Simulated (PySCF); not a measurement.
## PH⁺, quartet: reading a ladder of total energies

Geometry: that of the PH, triplet, kept fixed. The doublet lies 1.5 eV lower here.

```
atom   x (Å)   y (Å)   z (Å)
   P  0.0000  0.0000  0.0000
   H  0.0000  0.0000  1.4282
```

Basis aug-cc-pVDZ; PySCF 2.14.0. Only valence electrons are correlated (noble-gas cores frozen), which leaves 5 electrons in 31 orbitals. Prefix R: restricted or restricted open-shell reference; prefix U: unrestricted.

Full CI is exact within this basis and frozen core; it isn't the basis-set limit. The frozen core follows each run's orbitals, which can shift R against U totals by a few meV.

UCCSD has a T1 diagnostic of 0.028 and a largest doubles amplitude of 0.07.

Restricted and unrestricted runs freeze slightly different cores, so the step to full CI, which has another core, is uncertain by up to 0.1 kcal/mol.

| level | total energy (hartree) |
| --- | --- |
| UHF | -340.895594 |
| UMP2 | -340.954747 |
| UCCSD | -340.974225 |
| UCCSD(T) | -340.976119 |
| UCCSDT | -340.976710 |
| full CI | -340.976745 |

Problem. What is the correlation energy at full CI, and what share of it do UMP2 and UCCSD(T) recover?

Solution. E(corr) = -340.976745 − (-340.895594) = -0.081151 hartree = -2.208 eV. UMP2: -0.059153 / -0.081151 = 72.89 %. UCCSD(T): -0.080525 / -0.081151 = 99.23 %.

Problem. By how many kcal/mol does UCCSD(T) miss full CI (1 hartree = 627.509 kcal/mol), and which steps make up the rest?

Solution. -340.976119 − (-340.976745) = 0.000626 hartree = 0.39 kcal/mol. Steps: UCCSDT − UCCSD(T) = -0.37, full CI − UCCSDT = -0.02 kcal/mol. That is within 1 kcal/mol of the reference in this basis, which itself misses far more of the correlation at the basis-set limit.
